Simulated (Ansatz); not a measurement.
**C3H3 radical: energies up the ladder**

Wanted for C3H3 radical: energies up the ladder. Spin multiplicity 2.

Method: the levels named in each step, in Ansatz 0.2.0.

## Step 1: The system as given

Bond lengths: C1–C2 1.195 Å, C2–C3 1.457 Å, C3–H4 1.089 Å, C3–H5 1.089 Å, C3–H6 1.089 Å. Angles: C1–C2–C3 179.8°, C2–C3–H4 109.3°, C2–C3–H5 109.3°, C2–C3–H6 109.2°, H4–C3–H5 109.7°, H4–C3–H6 109.7°, H5–C3–H6 109.7°.

As a file:

```xyz
6

C     1.4156   -0.0304    0.0332
C     0.2210   -0.0034    0.0050
C    -1.2352    0.0256   -0.0289
H    -1.5924   -0.6906   -0.7667
H    -1.6232   -0.2358    0.9541
H    -1.5672    1.0270   -0.2994
```

## Step 2: A rough first relaxation, PBE-D4/def2-SVP

Input file input.yaml:

```yaml
crystal:
  periodic: [false, false, false]
  atoms:
    - { symbol: C, position_ang: [1.41561, -0.03041, 0.03324] }
    - { symbol: C, position_ang: [0.22098, -0.00335, 0.00503] }
    - { symbol: C, position_ang: [-1.23521, 0.02557, -0.02889] }
    - { symbol: H, position_ang: [-1.59241, -0.69059, -0.76673] }
    - { symbol: H, position_ang: [-1.62316, -0.2358, 0.9541] }
    - { symbol: H, position_ang: [-1.56724, 1.02698, -0.29942] }
magnetization:
  spin_polarized: true
  initial_magnetization: 1
basis:
  gaussian: { orbitals: def2-SVP }
hamiltonian:
  xc: pbe
  dispersion: d4
relax:
  f_tol: 0.03
  max_steps: 200
```

Command:

```sh
> ansatz run input.yaml --threads 4 --pin off --max-ram 10240MiB --backend cpu --events-out ev --progress --plain --runs-dir out
```

Further steps of the session: Relaxation, PBE0-D4/def2-TZVPP; Frequencies, PBE0-D4/def2-TZVPP; Single point, PBE-D4/def2-TZVPP; Single point, r2SCAN-D4/def2-TZVPP; Single point, B3LYP-D4/def2-TZVPP; Single point, wB97M-V/def2-TZVPP; Single point, B2PLYP/def2-TZVPP; Single point, LDA/def2-TZVPP; Single point, PBE0-D4/def2-SVP; Single point, PBE-D4/def2-SVP; Single point, CCSD(T)/def2-TZVPP; Single point, CCSD(T)/def2-QZVPP.

Q: Predict the outcome of this session. Wanted: C1–C2 at PBE0-D4/def2-TZVPP; C2–C3 at PBE0-D4/def2-TZVPP; frequencies at PBE0-D4/def2-TZVPP; energy at CCSD(T)/CBS.

As calculated:

| quantity | value |
| --- | --- |
| C1–C2 at PBE0-D4/def2-TZVPP | 1.203 Å |
| C2–C3 at PBE0-D4/def2-TZVPP | 1.452 Å |
| frequencies at PBE0-D4/def2-TZVPP | 199 to 3129 cm⁻¹ |
| energy at CCSD(T)/CBS | -3150.160 eV |

No mode is imaginary, so the geometry is a minimum. These totals serve in differences with atoms or fragments at the same level; alone they don't rank the methods. A T1 diagnostic of 0.045 (charge +0) lies over the usual mark for one of the runs, a hint of some multireference character there. <S²> exceeds the pure value by up to 0.32: some mean fields break spin symmetry, which blurs their results.
